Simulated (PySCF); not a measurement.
# SiCl: from the state search to spectroscopic constants

One job finds the state of SiCl, follows it along the bond with each method and fits the curves.

The runs use PySCF 2.14.0; Si def2-TZVPPD, Cl def2-TZVPPD, no relativity.

**1. Input**

Settings of the job:

```json
{
 "atoms": "Si, Cl",
 "charge": "0",
 "basis": "Si def2-TZVPPD, Cl def2-TZVPPD",
 "Hamiltonian": "no relativity",
 "basis functions": "99",
 "electrons treated": "31",
 "masses in u": "27.9769, 34.9689",
 "levels": "PBE0, PBE, r²SCAN, M06-2X, B2PLYP, M06, revPBE, r²SCANh, ωB97X, HF, MP2, SCS-MP2, CCSD, CCSD(T)",
 "grid": "80 radial by 434 angular points",
 "occupations": "held fixed by the projection of orbital angular momentum",
 "dissociation limit": "Si + Cl, each in its ground configuration",
 "starting distance in angstrom": "2.085",
 "values of 2S to try": "1, 3"
}
```

On the command line:

```bash
> OMP_NUM_THREADS=2 python dia.py task.json out
```

Further steps of the session: First curve: PBE0; Higher solutions at PBE0; PBE (GGA); r²SCAN (meta-GGA); M06-2X; B2PLYP; M06 (hybrid meta-GGA); revPBE (GGA); r²SCANh; ωB97X (range-separated hybrid); UHF; Adding correlation.

**Question.** What will these runs give? Wanted: for each run, Re; ωe; De; μ.

The runs gave:

Lowest PBE0 solution found, without spin–orbit coupling: ²Π (doublet), unpaired electrons π ↑. State 2 has its PBE0 minimum 2.93 eV higher. The other levels ran on the lowest alone.

| level | Re (Å) | ωe (cm⁻¹) | De (eV) | μ (D) |
| --- | --- | --- | --- | --- |
| UHF | 2.078 | 529 | 3.08 | -1.07 |
| UHF-MP2 | 2.069 | 537 | 4.38 | n/a |
| UHF-SCS-MP2 | 2.074 | 531 | 4.26 | n/a |
| UHF-CCSD | 2.072 | 535 | 4.07 | n/a |
| UHF-CCSD(T) | 2.075 | 531 | 4.21 | n/a |
| PBE | 2.085 | 512 | 4.61 | -0.73 |
| revPBE | 2.094 | 506 | 4.40 | -0.76 |
| r²SCAN | 2.071 | 527 | 4.51 | -0.65 |
| r²SCANh | 2.067 | 533 | 4.45 | -0.69 |
| PBE0 | 2.068 | 532 | 4.46 | -0.78 |
| M06 | 2.070 | 532 | 4.65 | -0.83 |
| M06-2X | 2.070 | 531 | 4.55 | -0.99 |
| ωB97X | 2.060 | 542 | 4.48 | -0.82 |
| B2PLYP | 2.077 | 522 | 4.36 | -1.01 |

De is counted to Si + Cl in their ground configurations. A positive dipole means Si(−)Cl(+).

Differences from CCSD(T) in the same basis:

```
      level  Re (mÅ)  ωe (%)
        UHF       +2    -0.4
    UHF-MP2       -6    +1.2
UHF-SCS-MP2       -1    +0.1
   UHF-CCSD       -3    +0.7
        PBE      +10    -3.6
     revPBE      +18    -4.8
     r²SCAN       -5    -0.7
    r²SCANh       -9    +0.3
       PBE0       -8    +0.3
        M06       -5    +0.1
     M06-2X       -6     0.0
      ωB97X      -15    +2.1
     B2PLYP       +2    -1.8
```

Judged by CCSD(T) in the same basis: best bond length UHF-SCS-MP2 (-1 mÅ), worst revPBE (+18 mÅ); best wavenumber M06-2X (0.0 %), worst revPBE (-4.8 %). PBE has the long and soft bond that GGAs tend to give. Among the levels with a De in the table, it runs from 3.08 eV (UHF) to 4.65 eV (M06).

Correlated steps freeze 10 core orbitals. B2PLYP dipoles, levels and charges come from its SCF part alone.
